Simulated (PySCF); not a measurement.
**Adding and removing an electron: Na₂**

PBE; Na def2-SVPD; no relativity (PySCF 2.14). Neutral (UKS): singlet (closed shell), Re = 3.105 Å, ωe = 157 cm⁻¹, De = 0.80 eV, HOMO -3.09 eV, LUMO -1.76 eV.

Na₂⁻ (UKS): doublet (σ ↑), Re = 3.506 Å, ωe = 102 cm⁻¹, De = 0.87 eV to Na + Na⁻. The energies at the minima are -324.22971 hartree for Na2 and -324.24714 for Na₂⁻.

Problem. Work out the adiabatic electron affinity, without and with harmonic zero-point energies (1 hartree = 27.2114 eV, 1 eV = 8065.5 cm⁻¹), and the change of the bond length.

Solution. At PBE: 0.01743 hartree = 0.474 eV between the minima; the zero-point term (157.0 − 102.0)/2 cm⁻¹ = +0.003 eV makes it 0.478 eV. Re changes by +40.1 pm against the neutral. The electron enters a σ orbital; the charge polarises the partner, so the anion is bound more strongly.

Closed-shell solutions of metal pairs were not tested for spin polarisation, which can lower them a little. The highest Kohn–Sham level is positive in this anion. Much of that is self-interaction error, but it also means that the finite basis helps to hold the extra electron. States were picked by a PBE0 search and need not be the measured ground states.
